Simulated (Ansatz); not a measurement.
Ansatz (a program for electronic structure) input:

Ansatz 0.2 input:
```yaml
crystal:
  periodic: [false, false, false]
  atoms:
    - {symbol: C, position_ang: [0.00459725, -0.00249754, 0.33487939]}
    - {symbol: C, position_ang: [0.02158522, -0.01172655, 1.57233990]}
    - {symbol: C, position_ang: [-0.01550427, 0.00842296, -1.12938267]}
    - {symbol: H, position_ang: [-0.01786863, 1.02668686, -1.54815061]}
    - {symbol: H, position_ang: [0.85593006, -0.49887077, -1.57152384]}
    - {symbol: H, position_ang: [-0.90213069, -0.49300933, -1.54734531]}
basis:
  gaussian:
    orbitals: aug-cc-pVDZ
total_charge: -1
magnetization: {spin_polarized: false}
correlation: {method: ccsd_t, electrons: outside_noble_gas}
```

Question: Which total energy does the run end on?

Answer: -115.71783 Eh (CCSD(T)/aug-cc-pVDZ). The basis has 96 functions.

It need not be the lowest isomer of its formula. Whether it binds its extra electron was not tested at this geometry.
